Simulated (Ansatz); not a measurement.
# Si₂ (quintet): the correlation ladder, def2-TZVPP

One table from this session's results is given with a row withheld; the runs are named, their logs left out.

Computed with Ansatz 0.2.0, Gaussian basis. Level: def2-TZVPP, core rule «outside noble gas», up to 10 orbitals frozen.

To be run: UHF; ROHF; CCSD(T) on UHF.

2 further runs of the same task are left out: 2 set aside as unsound or not needed.

## What is computed

The geometry is a PBE0/def2-TZVP stationary point (not a proven minimum) of the parent state, kept for this charge and spin.

2 atoms, charge 0, spin multiplicity 5.

Atoms are counted from 1 here; the program's logs count them from 0.

Bond lengths: Si1–Si2 2.255 Å.

Set-up of the first run:

File in.yaml:

```yaml
crystal:
  periodic: [false, false, false]
  atoms:
    - {symbol: Si, position_ang: [0.000000, 0.000000, 0.000000]}
    - {symbol: Si, position_ang: [0.000000, 0.000000, 2.254714]}
basis:
  gaussian: {orbitals: def2-TZVPP}
magnetization: {spin_polarized: true, initial_magnetization: 4}
hamiltonian: {xc: hf}
output: {orbitals: {seedname: orbitals}}
```

Command:

```console
$ ansatz run in.yaml --threads 1 --pin off --events-out ev --progress --plain --max-ram 4096MiB --backend cpu
```

Steps of the session up to this table: UHF; ROHF; CCSD(T) on UHF.

One table of the session follows, with a row left open; its other results are not shown here.

It belongs to the step «Misses and costs». 

| method | from UCCSD(T) (kcal/mol) |
| --- | --- |
| ROHF | +117.22 |
| UHF | ? |
| UMP2 | +24.27 |
| UCCSD | +6.57 |
| UCCSD(T) | 0 |

Estimate the missing values for UHF.

The run gave: from UCCSD(T) (kcal/mol): +115.17. In the column «from UCCSD(T) (kcal/mol)» it lies between UMP2 (+24.27) and ROHF (+117.22).
